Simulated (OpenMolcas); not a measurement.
## CH3F (fluoromethane): the vertical ionisation energy from total energies

The species is CH3F (5 atoms), meant as a singlet with charge 0. SMILES: `CF`. The coordinates come from a PBE0-D4/def2-TZVP relaxation.

Both states at this one shape; open shells run unrestricted unless said. 1 Eh = 27.2114 eV.

| level | program | singlet CH3F (Eh) | doublet CH3F+ (Eh) | HOMO of the first (eV) |
| --- | --- | --- | --- | --- |
| HF/STO-3G, open shells restricted | OpenMolcas | -137.168416 | -136.829757 | -11.33 |
| PBE0/STO-3G | OpenMolcas | -137.676492 | -137.304653 | -5.26 |

Problem. Work out the vertical ionisation energy at each level.

Solution. 
1. HF/STO-3G, open shells restricted: -136.829757 − (-137.168416) = 0.338659 Eh = 9.22 eV; −ε(HOMO) = 11.33 eV.
2. PBE0/STO-3G: -137.304653 − (-137.676492) = 0.371839 Eh = 10.12 eV; −ε(HOMO) = 5.26 eV.

No measured value is set beside it here; the levels span 9.22 to 10.12 eV. In Hartree–Fock, −ε(HOMO) (Koopmans) exceeds the difference of totals by the orbital relaxation of the ion. Hartree–Fock favours the state with fewer electron pairs, since it lacks pair correlation. Minimal sets are far from the basis-set limit.
